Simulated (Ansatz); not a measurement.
The first iterations of a band of BClFH (4 atoms, charge 0, multiplicity 1).

Level of theory: RKS PBE0-D4/def2-SVPD in Ansatz.

| Item | Value |
| --- | --- |
| movable images | 5 |
| climbing image | yes |
| spring | 5.0 eV/Å² |
| optimiser | quadratic models (default) |
| start path | through a guess of the saddle point |
| force threshold | 0.05 eV/Å |
| iteration limit | 60 |
| end points | relaxed |

First end point:

```xyz
4
Properties=species:S:1:pos:R:3
B 0.253 0.000 0.190
H 0.213 0.000 1.388
F 1.408 0.000 -0.442
Cl -1.218 0.000 -0.756
```

Last end point:

```xyz
4
Properties=species:S:1:pos:R:3
B -0.590 0.000 -0.189
H 1.260 0.000 0.539
F 2.144 0.000 0.872
Cl -2.158 0.000 -0.843
```

| iteration | highest image above the first end (eV) | largest band force component (eV/Å) |
| --- | --- | --- |
| 1 | 5.742 | 7.038 |
| 2 | 5.762 | 3.434 |
| 3 | 4.991 | 1.993 |
| 4 | 4.937 | 3.116 |

Problem. Does the band converge within its limit, and where does its top end?

Solution. The run converged. It ended after 13 iterations with the highest image 4.701 eV above the first end. Neighbouring images differ by up to 2.7 eV, so the band resolves the path poorly. A vibrational analysis at the climbing image gives one clearly imaginary mode, 1164i cm⁻¹: a first-order saddle point. The orbitals stay closed-shell, which can raise the energy where a bond breaks towards radicals; this wasn't checked here.

Run time: 51 s on 2 threads of Arm Neoverse V1 (shared host), peak memory 0.13 GiB.
